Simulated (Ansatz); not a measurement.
Worked example: correlation energy of CF₄, singlet

Geometry: a PBE0/def2-TZVP stationary point for this spin, not checked as a minimum.

```xyz
5

C     0.0000    0.0000    0.0000
F     0.7599    0.7622    0.7607
F    -0.7632   -0.7584    0.7611
F    -0.7586    0.7596   -0.7645
F     0.7620   -0.7634   -0.7573
```

Basis cc-pVDZ; Ansatz 0.2.0. Correlated methods freeze the noble-gas cores, which leaves 32 electrons in 65 orbitals. R marks a restricted (for open shells ROHF) determinant.

Full CI isn't at hand for all of this; RCCSDT(Q) serves as the reference, and is uncertain by about the last step of the cluster series.

Runs differ by some tens of microhartree through their thresholds, so steps under 0.03 kcal/mol mean nothing.

```csv
level,total energy (hartree)
RHF,-435.665226
RMP2,-436.534434
RCCSD,-436.543476
RCCSD(T),-436.560075
RCCSDT,-436.560512
RCCSDT(Q),-436.562356
```

**Question.** What is the correlation energy at RCCSDT(Q), and what share of it do RMP2 and RCCSDT recover?

**Answer.** E(corr) = -436.562356 − (-435.665226) = -0.897130 hartree = -24.412 eV. RMP2: -0.869208 / -0.897130 = 96.89 %. RCCSDT: -0.895286 / -0.897130 = 99.79 %.

**Question.** By how many kcal/mol does RCCSD(T) miss RCCSDT(Q) (1 hartree = 627.509 kcal/mol), and which steps make up the rest?

**Answer.** -436.560075 − (-436.562356) = 0.002281 hartree = 1.43 kcal/mol. Steps: RCCSDT − RCCSD(T) = -0.27, RCCSDT(Q) − RCCSDT = -1.16 kcal/mol. Differences between like states or geometries often cancel part of this.
